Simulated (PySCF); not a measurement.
# One reagent, a row of partners

Four-centre ligand exchange: AlH₃ meets different reagents, and the same bond of it breaks. Each row is one chosen step, not always the lowest open to these reactants.

Gas-phase electronic energies, without zero-point energy, by CCSD(T) at an estimated basis limit (MP2 extrapolated from triple and quadruple zeta, plus CCSD(T) − MP2 in triple zeta); PySCF 2.14 with density fitting (its default auxiliary sets; JK sets also for MP2 and CCSD(T)), def2-TZVPP and QZVPP, frozen cores, on PBE0-D4/def2-TZVP structures. Extrapolation: Hartree–Fock as exp(−7.88 √X), correlation as X^−2.97. All energies, in kcal/mol, count from the separated reactants, without counterpoise correction; the start and end structures are the complexes reached by relaxing down from the saddle, and deeper ones may exist. Brackets give SMILES, or, where every atom is bracketed, only which atoms are joined. Steps whose reference was doubtful or whose search ended elsewhere are left out.

| reactants | products | broken | formed | start structure | saddle | end structure | saddle by PBE0-D4/TZ |
| --- | --- | --- | --- | --- | --- | --- | --- |
| AlH₃ + H₂O | AlH₃O ([OH][AlH2]) + H₂ | Al–H, H–O | Al–O, H–H | -20.64 | -4.49 | -31.07 | -8.00 |
| CH₄O ([CH3][OH]) + AlH₃ | CH₅AlO ([CH3][O][AlH2]) + H₂ | Al–H, H–O | Al–O, H–H | -24.57 | -6.62 | -30.87 | -9.13 |
| CH₅N ([CH3][NH2]) + AlH₃ | CH₆AlN ([CH3][NH][AlH2]) + H₂ | Al–H, H–N | Al–N, H–H | -33.55 | ? | -20.89 | -2.88 |

Question: What is the height of the saddle for CH₅N ([CH3][NH2]) + AlH₃? (An estimate is asked for; the value comes from the calculation.)

Answer: Computed: 0.45 kcal/mol relative to the separated reactants, the highest of the series; above its start structure the barrier is 0.45 − (-33.55) ≈ 34.00 kcal/mol.

Question: With the table complete: take k = (k_BT/h) exp(−E/k_BT), E being the saddle less the start structure. Which steps would take under a second at 473 K (200 °C)?

Answer: k = 1 s⁻¹ needs E = k_BT ln(k_BT/h × 1 s) = 0.04076 eV × 29.9 = 1.22 eV = 28 kcal/mol. Zero-point energy and entropy, left out here, can move a barrier by 0.15 eV or more, so: clearly faster: AlH₃ + H₂O (16.15), CH₄O ([CH3][OH]) + AlH₃ (17.95); clearly slower: CH₅N ([CH3][NH2]) + AlH₃ (34.00) (barriers in kcal/mol). These are rates out of the complex; where it is weakly bound it falls apart first at this temperature, and the saddle's height above the separated reactants, with the entropy of meeting, sets the rate.

Question: How do the PBE0-D4 saddles lie against the coupled-cluster estimate?

Answer: All lower, by 2.51 to 3.50 kcal/mol.

The T1 diagnostic stays at or below 0.012.

For scale, one of the runs: CCSD(T)/def2-TZVPP, 216 basis functions, launched by `OMP_NUM_THREADS=4 python run.py`. The run took 7.3 min on 4 CPU threads of an Arm Neoverse V1 (shared host), with 2.8 GiB of host memory at its peak.
